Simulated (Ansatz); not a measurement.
A nudged elastic band was laid between two geometries of C₃H₄O (8 atoms, charge 0, multiplicity 1).

Level of theory: RKS PBE0-D4/def2-SVP in Ansatz.

```
movable images  : 5
climbing image  : yes
spring          : 5.0 eV/Å²
optimiser       : quadratic models (default)
start path      : IDPP
force threshold : 0.05 eV/Å
iteration limit : 60
end points      : relaxed
```

Initial state:

```xyz
8
Properties=species:S:1:pos:R:3
C -0.520 0.794 -0.191
C -0.068 -0.566 0.263
C 1.147 -1.044 0.090
O 2.219 -1.471 -0.061
H -1.353 0.719 -0.908
H -0.866 1.404 0.659
H 0.293 1.346 -0.685
H -0.760 -1.239 0.777
```

Final state:

```xyz
8
Properties=species:S:1:pos:R:3
C -0.496 0.784 -0.281
C 0.039 -0.615 -0.150
C 0.994 -0.973 0.681
O 1.839 -1.294 1.415
H -1.574 0.821 -0.053
H 0.012 1.477 0.404
H -0.359 1.168 -1.305
H -0.363 -1.425 -0.768
```

Q: What changes between the two ends?

A: No bond is made or broken. The dihedral H6–C1–C2–C3 goes from -120 to 0°. The two ends are copies of one structure, up to a mirror image or an exchange of like atoms.

Q: Give the energies along the band, and the barrier.

A: It converged. The highest image is number 3 of 0 to 6, 0.050 eV above the ends, which have the same energy within 2 meV. A vibrational analysis at the climbing image gives one clearly imaginary mode, 163i cm⁻¹: a first-order saddle point.

| image | path coordinate (Å) | energy (eV) | dihedral H6–C1–C2–C3 (°) |
| --- | --- | --- | --- |
| 0 | 0.00 | 0.000 | -120 |
| 1 | 0.47 | 0.012 | -100 |
| 2 | 0.94 | 0.037 | -80 |
| 3 | 1.41 | 0.050 | -61 |
| 4 | 1.88 | 0.037 | -42 |
| 5 | 2.35 | 0.012 | -21 |
| 6 | 2.82 | 0.000 | 0 |

Q: What is the geometry of the highest image?

A: 
```xyz
8
Properties=species:S:1:pos:R:3
C -0.502 0.791 -0.266
C -0.066 -0.620 0.045
C 1.134 -0.966 0.462
O 2.192 -1.284 0.832
H -1.550 0.778 -0.592
H -0.442 1.455 0.611
H 0.086 1.247 -1.078
H -0.760 -1.458 -0.069
```

Q: What are the harmonic wavenumbers there?

A: 163i, 209, 476, 570, 661, 922, 1035, 1082, 1150, 1392, 1427, 1460, 1478, 2279, 3056, 3134, 3176, 3212 cm⁻¹.

Run time: 68 s on 1 CPU thread of a shared host.
